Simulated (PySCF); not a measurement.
**Removing an electron from `C=NCC`**

C3H7N.
Geometry (PBE0-D3(BJ)/def2-SVP, Å), atoms numbered from 1 in this order:
```xyz
11
C3H7N angstrom
C      1.8871   -0.0880   -0.2704
N      0.9048    0.4762    0.2838
C     -0.2970   -0.2882    0.5022
C     -1.4859    0.3728   -0.1759
H      2.8092    0.4823   -0.4546
H      1.8805   -1.1506   -0.5915
H     -0.1937   -1.3411    0.1629
H     -0.4750   -0.3162    1.5913
H     -1.3640    0.3719   -1.2697
H     -2.4187   -0.1575    0.0663
H     -1.5816    1.4185    0.1509
```

Level: PBE0/def2-SVPD (PySCF). Frontier orbitals with their largest atomic shares (Löwdin; up to four atoms above 4 %):

| orbital | ε (eV) | main atoms |
| --- | --- | --- |
| HOMO−3 | -10.56 | C4 41 %, H10 18 %, H11 13 %, C3 10 % |
| HOMO−2 | -9.73 | C4 26 %, C3 22 %, C1 8 %, H11 8 % |
| HOMO−1 | -8.70 | N2 33 %, C1 29 %, C3 14 %, C4 9 % |
| HOMO | -7.31 | ? |
| LUMO | -0.36 | C1 38 %, N2 36 %, H6 8 %, H5 7 % |
| LUMO+1 | 0.96 | C1 22 %, C4 17 %, C3 15 %, H7 9 % |
| LUMO+2 | 1.46 | C4 20 %, C1 19 %, H6 13 %, H5 11 % |

Q: What vertical ionisation energy does ΔSCF give, and how far is −ε(HOMO) from it?

A: ΔSCF: 9.58 eV (924 kJ/mol; threshold wavelength 129 nm); ⟨S²⟩ of the doublet left behind is 0.764, against 0.75 for a pure doublet. −ε(HOMO) is 7.31 eV, 2.27 eV below it. For the exact functional −ε(HOMO) would equal the first vertical ionisation energy; PBE0 (global hybrid, 25 % exact exchange) falls short of its own ΔSCF value by 24 %.

Q: On which atoms does the HOMO lie?

A: N2 (imine nitrogen) 59 %, C1 (imine carbon) 13 %, C3 (sp3 carbon bound to nitrogen) 11 %, H6 (hydrogen on a C=N carbon) 6 %, so more than half of it is on one atom. The HOMO−1 lies 1.39 eV lower.

Q: With α = 47.9 au, estimate the like-pair dispersion coefficient by London's formula C6 = (3/4)α²I.

A: I = 0.3519 Eh, so C6 ≈ 605 au, a rough estimate.

Q: What total energies stand behind the ΔSCF value?

A: E(N) = -172.92709 Eh and E(N − 1) = -172.57517 Eh at the same geometry, 0.35192 Eh apart.

The structure is a single PBE0-D3(BJ)/def2-SVP conformer in the gas phase; no vibrational or solvent corrections.
